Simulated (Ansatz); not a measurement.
`C#CCCCC` → `C1C[C@@H]2C[C@@H]2C1`  (isomerisation)

Isolated molecules relaxed with PBE0-D4/def2-TZVP in Ansatz; ΔE leaves out vibrations. CBS: MP2 limit from def2 TZ/QZ plus the TZ coupled-cluster correction, frozen cores. DFT in def2-TZVPP. HSE06 is defined as in plane-wave codes. One conformer a species, not always the lowest.

| level | ΔE (kcal/mol) | difference from CCSD(T)/CBS |
| --- | --- | --- |
| BLYP-D4 | -15.9 | 6.4 |
| PBE0-D4 | -30.8 | -8.5 |
| HSE06-D4 | -30.7 | -8.4 |
| ωB97X-V | -28.9 | -6.6 |
| r2SCAN | -26.1 | -3.8 |
| BHLYP | -21.3 | 1.0 |
| CAM-B3LYP | -22.0 | 0.3 |
| CCSD/def2-TZVPP | -22.8 | -0.5 |
| CCSD(T)/def2-TZVPP | -22.9 | -0.6 |
| MP2/CBS(def2) | -24.4 | -2.1 |
| CCSD(T)/CBS | -22.3 | 0 |

Largest T1 diagnostic among the species: 0.010.

The D4 term adds −2.0 kcal/mol with B3LYP and −1.0 kcal/mol with PBE0; it sums over pairs of atoms, weighted by their polarisabilities, and B3LYP, whose exchange is more repulsive, gets the larger term. From BLYP to BHLYP (50 % exact exchange), in def2-TZVPP and without D4, ΔE moves by −8.4 kcal/mol.

B3LYP here is the variant with VWN-RPA as its local correlation; programs differ in this.
